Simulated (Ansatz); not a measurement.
# SiNH2Cl (SMILES N[Si]Cl): the energy, rung by rung

SiNH2Cl has 5 atoms, charge 0, and is taken as a singlet. SMILES: `N[Si]Cl`. Geometry: relaxed at PBE0-D4/def2-TZVP. This is one conformer, not always the lowest.

```xyz
5

N    -0.1482    0.5834   -0.2339
Si   -0.1162   -0.3418    1.1926
Cl    0.6490   -2.1245    0.3773
H    -0.4733    1.5386   -0.2274
H     0.1386    0.2706   -1.1500
```

Each level gives the energy change with the N1–H4 bond stretched from 1.009 to 1.514 Å (eV). The values are calculated.

```
                      level                    kind  program  value (eV)  less FCI/STO-3G  CPU time (all runs)
     HF/STO-3G (restricted)            Hartree–Fock   Ansatz        3.41            +1.04                0.5 s
   BLYP/STO-3G (restricted)                     GGA   Ansatz        2.19            -0.18                  3 s
 r2SCAN/STO-3G (restricted)                meta-GGA   Ansatz        2.54            +0.17                7.4 s
r2SCAN0/STO-3G (restricted)         hybrid meta-GGA   Ansatz        2.81            +0.44                6.6 s
  wB97X/STO-3G (restricted)  range-separated hybrid   Ansatz        2.76            +0.39                 13 s
RPA@PBE/STO-3G (restricted)                     RPA   Ansatz        2.29            -0.08                4.5 s
CCSD(T)/STO-3G (restricted)   coupled cluster or CI   Ansatz        2.37             0.00               0.58 s
                 FCI/STO-3G      exact in the basis   Ansatz        2.37             0.00                 41 s
```

FCI/STO-3G is exact within its basis and frozen core, so for wave-function methods in that basis the difference is their error; functionals converge differently with the basis, so for them it is only a difference. Spin-restricted single references rise too steeply as a bond breaks, Hartree–Fock most of all. The first shape isn't each level's own minimum. The values span 2.19 to 3.41 eV. All rows use very small basis sets, so even the best lies far from the true value. CPU times are rough (shared hosts, several kinds of processor): they show what a rung costs within a factor of a few.
